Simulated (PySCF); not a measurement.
**Spin–spin coupling constants**

Molfile (atoms numbered from 1):
```
C4H7FO
     RDKit          3D

 13 12  0  0  0  0  0  0  0  0999 V2000
   -1.0177   -0.9122   -0.3373 C   0  0  0  0  0  0  0  0  0  0  0  0
    0.0514    0.1791   -0.3344 C   0  0  0  0  0  0  0  0  0  0  0  0
    1.3498   -0.2789    0.3226 C   0  0  0  0  0  0  0  0  0  0  0  0
    0.3213    0.5280   -1.6546 F   0  0  0  0  0  0  0  0  0  0  0  0
   -0.4889    1.4166    0.3591 C   0  0  0  0  0  0  0  0  0  0  0  0
   -0.7420    1.4787    1.5267 O   0  0  0  0  0  0  0  0  0  0  0  0
   -0.6292   -1.8067   -0.8179 H   0  0  0  0  0  0  0  0  0  0  0  0
   -1.8938   -0.5725   -0.8854 H   0  0  0  0  0  0  0  0  0  0  0  0
   -1.3023   -1.1411    0.6854 H   0  0  0  0  0  0  0  0  0  0  0  0
    2.1016    0.5036    0.2475 H   0  0  0  0  0  0  0  0  0  0  0  0
    1.1630   -0.4932    1.3706 H   0  0  0  0  0  0  0  0  0  0  0  0
    1.7216   -1.1717   -0.1737 H   0  0  0  0  0  0  0  0  0  0  0  0
   -0.6392    2.2709   -0.3263 H   0  0  0  0  0  0  0  0  0  0  0  0
  1  2  1  0
  2  3  1  0
  2  4  1  0
  2  5  1  0
  5  6  2  0
  1  7  1  0
  1  8  1  0
  1  9  1  0
  3 10  1  0
  3 11  1  0
  3 12  1  0
  5 13  1  0
M  END
```

Couplings: B3LYP/pcJ-1 (spin–dipole term only in couplings to heteroatoms) in PySCF, geometry GFN2-xTB; gas phase, one conformer, non-relativistic. Couplings are averaged over pairs made equivalent by symmetry, fast rotation or ring inversion, so a value needn't be that of the named pair in this geometry, while other rotamers aren't included; one pair stands for each set, and the list holds those of at least 1.5 Hz over up to four bonds, among pairs with at least one C or F or H atom (others weren't computed). One-bond C–F couplings come out tens of Hz too large with common functionals.

Isotopes: ¹³C, ¹⁹F, ¹H, ¹⁷O. Couplings to quadrupolar nuclei such as 17O and 33S are rarely resolved in practice.

```json
{"pair": "C1, C2", "bonds": "1", "J (Hz)": "38.6"}
{"pair": "C1, H7", "bonds": "1", "J (Hz)": "136.1"}
{"pair": "C2, F4", "bonds": "1", "J (Hz)": "-228.8"}
{"pair": "C2, C5", "bonds": "1", "J (Hz)": "47.8"}
{"pair": "C5, O6", "bonds": "1", "J (Hz)": "33.4"}
{"pair": "C5, H13", "bonds": "1", "J (Hz)": "?"}
{"pair": "C1, C3", "bonds": "2", "J (Hz)": "?"}
{"pair": "C1, F4", "bonds": "2", "J (Hz)": "?"}
{"pair": "C2, H7", "bonds": "2", "J (Hz)": "-3.6"}
{"pair": "C2, H13", "bonds": "2", "J (Hz)": "18.8"}
{"pair": "F4, C5", "bonds": "2", "J (Hz)": "41.2"}
{"pair": "O6, H13", "bonds": "2", "J (Hz)": "?"}
{"pair": "H7, H8", "bonds": "2", "J (Hz)": "?"}
{"pair": "C1, H10", "bonds": "3", "J (Hz)": "4.5"}
{"pair": "F4, O6", "bonds": "3", "J (Hz)": "3.0"}
{"pair": "F4, H7", "bonds": "3", "J (Hz)": "20.0"}
{"pair": "F4, H13", "bonds": "3", "J (Hz)": "?"}
{"pair": "C5, H7", "bonds": "3", "J (Hz)": "3.4"}
```

**Question.** Estimate the withheld couplings, with signs.

**Answer.** 
- ¹J(C5,H13) = 179.4 Hz (bond length 1.105 Å, sp2 carbon)
- ²J(C1,C3) = 2.0 Hz (angle at C2 112°)
- ²J(C1,F4) = 23.0 Hz (angle at C2 108°)
- ²J(O6,H13) = -4.0 Hz (angle at C5 122°)
- ²J(H7,H8) = -13.7 Hz (mean over equivalent pairs that range from -14.6 to -13.1 Hz in this conformer)
- ³J(F4,H13) = 9.8 Hz (dihedral angle 5°)
